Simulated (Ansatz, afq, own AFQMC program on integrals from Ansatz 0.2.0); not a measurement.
## AlH2O, quartet: a scan with AFQMC

```xyz
4

Al    0.0000    0.0000    0.6535
O     0.0000    0.0000   -1.0930
H     0.0000   -1.6221   -0.0723
H     0.0000    1.6221   -0.0723
```

The Al1–H3 distance is changed with both sides rigid. Energies in eV count from this geometry (1.777 Å) at the same level; the start stands on UHF, each point on the determinant named.

Basis cc-pVDZ. Noble-gas cores (and the filled d shells of Ga–Kr and In–Xe) are frozen. AFQMC by an in-house program on the Cholesky factors that Ansatz 0.2.0 writes for its CCSD(T) run. ph-AFQMC/CISD is guided by a CISD state made of CCSD amplitudes; releasing the constraint for a short imaginary time cuts its bias at the price of noise, slowly where states lie close. Uncertainties: one standard error, sampling alone.

Cautions, each for one point or more: higher spins were not checked; lower spins were not checked; raised T1 diagnostic; strong correlation; unrestricted determinant slightly spin contaminated.

```tsv
r(Al1–H3) / Å	det.	T1	weight	⟨S²⟩	MP2	r2SCAN	CCSD(T)
1.440	UHF	0.044	0.86	3.81	0.455	0.559	0.521
2.221	UHF	0.068	0.81	3.80	-0.092	0.104	0.070
2.897	UHF	0.059	0.83	3.79	-0.265	0.267	-0.008
3.988	UHF	0.057	0.84	3.79	-0.324	0.320	-0.056
6.066	UHF	0.057	0.84	3.79	-0.323	0.331	-0.055
```

Question: Estimate the curve of phaseless AFQMC with a CISD trial, counted from the same start.

Answer: 
```tsv
r(Al1–H3) / Å	det.	T1	weight	⟨S²⟩	ph-AFQMC/CISD	CCSDT(Q)
1.440	UHF	0.044	0.86	3.81	0.551 ± 0.021	–
2.221	UHF	0.068	0.81	3.80	0.088 ± 0.026	–
2.897	UHF	0.059	0.83	3.79	-0.070 ± 0.026	–
3.988	UHF	0.057	0.84	3.79	-0.055 ± 0.026	-0.062
6.066	UHF	0.057	0.84	3.79	-0.069 ± 0.025	-0.061
```

Weight is that of the determinant in the CISD state; at the start T1 is 0.050 and the weight 0.84, and ⟨S²⟩ is 3.83. Symmetry can't show for every point that it stays on the start's state. A dash marks a missing value, a released energy that hasn't settled or a functional that sits on another state. Largest departures from phaseless AFQMC with a CISD trial: CCSD(T) 0.062 eV at 2.897 (on UHF), CCSDT(Q) 0.008 eV at 6.066 (on UHF) (within the noise), MP2 -0.269 eV at 3.988 (on UHF). The walk's constraint bias lies outside its error bars, so these are departures and not errors. The functionals aren't scored here. In this small basis the wave-function levels are far from their limit, so their gap to the functionals isn't the functionals' error. In total energy ph-AFQMC/CISD lies 71 ± 15 meV above CCSDT(Q) at the start, so its agreement along the curve rests in part on cancellation.

CCSDT and higher add their correlation energy to the determinant of the CCSD(T) run, since their own runs factorise the integrals more tightly (a shift of under 2 meV). A walk keeps the symmetry of its determinant, which the program's search chose and which needn't be the lowest solution, so a lower state of the same spin and another symmetry isn't excluded.
